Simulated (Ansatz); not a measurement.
Species: singlet methylene, CH$_{2}$ (charge 0, singlet). 
Structure (B3LYP-D3(BJ)/def2-TZVP (Ansatz, a quantum-chemistry and plane-wave program) minimum search):
```xyz
3

C      0.0073     0.0003     0.1749
H     -0.0104     0.8611    -0.5267
H     -0.0333    -0.8629    -0.5227
```

Wanted: vertical ionisation energy (to the doublet state of charge +1; each state is the SCF solution reached for its spin; for the singlet the Hartree-Fock reference is unstable and T1 is 0.009), in eV. Valence correlation only, unless marked. UHF or UKS for open shells. No spin-orbit coupling. No relativistic terms. CBS(X,Y): correlation extrapolated as X^-3; Hartree-Fock from the larger set.

CCSD(T)/CBS(aug-cc-pVTZ,aug-cc-pVQZ) (Ansatz) gives 10.61 eV.

Q: Another calculation gave 10.51 eV. Which level was it?
A) BHLYP/def2-TZVPD (Ansatz)
B) wB97X-V/def2-TZVPD (Ansatz)
C) SVWN5/def2-TZVPD (Ansatz)

A: B, wB97X-V/def2-TZVPD (Ansatz). The others give 10.65 (SVWN5), 10.31 (BHLYP) eV.
